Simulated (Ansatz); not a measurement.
Born–Oppenheimer molecular dynamics of H₄OSi (6 atoms, charge 0, multiplicity 1). It starts at the highest image of a converged band. Of that band: Beside the main top the profile has a ripple of under 15 meV (maxima at images 1, 4), which may be a very shallow well or noise. Neighbouring images differ by up to 2.0 eV, so the band resolves the path poorly. A vibrational analysis at the climbing image gives one clearly imaginary mode, 1464i cm⁻¹: a first-order saddle point.

The calculation used RKS PBE0/cc-pVDZ (Ansatz).

```json
{
  "ensemble": "NVE (velocity Verlet)",
  "time step": "0.5 fs",
  "steps asked": "200",
  "starting velocities drawn for": "300 K",
  "seed": "3889"
}
```

First frame:

```xyz
6
Properties=species:S:1:pos:R:3
Si 0.163 0.040 -0.337
O 0.682 0.204 1.527
H 0.585 -0.661 1.958
H 1.513 0.005 0.535
H -0.712 1.250 -0.540
H -0.809 -1.119 -0.325
```

(1) How far do the bonds stretch over the last three quarters of this one trajectory? (Pairs bonded in most of those frames.)

## Answers

(1) 
```json
{"bond": "Si1–O2", "mean (Å)": "1.733", "spread (Å)": "0.102", "shortest": "1.56", "longest": "1.87"}
{"bond": "Si1–H4", "mean (Å)": "1.575", "spread (Å)": "0.170", "shortest": "1.29", "longest": "1.90"}
{"bond": "Si1–H5", "mean (Å)": "1.566", "spread (Å)": "0.108", "shortest": "1.35", "longest": "1.75"}
{"bond": "Si1–H6", "mean (Å)": "1.540", "spread (Å)": "0.062", "shortest": "1.43", "longest": "1.68"}
{"bond": "O2–H3", "mean (Å)": "0.974", "spread (Å)": "0.014", "shortest": "0.94", "longest": "1.00"}
```

Pairs bonded in part of these frames only: Si1–H4 83 %.

Mean temperature of the second half: 3325 K. The conserved energy stayed within 1.3 meV per atom of its start (net change -0.18 meV per atom), so the integration is sound. The kinetic energy rose, since the run started high on the potential surface and went downhill. A run of 0.1 ps of so small a system gives no equilibrium averages. The orbitals stay closed-shell, which can raise the energy where a bond breaks towards radicals; this wasn't checked here.

The run took 76 s on 1 thread of AMD EPYC 9R45 96-Core Processor (Zen 5), on a shared host, peak memory 0.11 GiB.
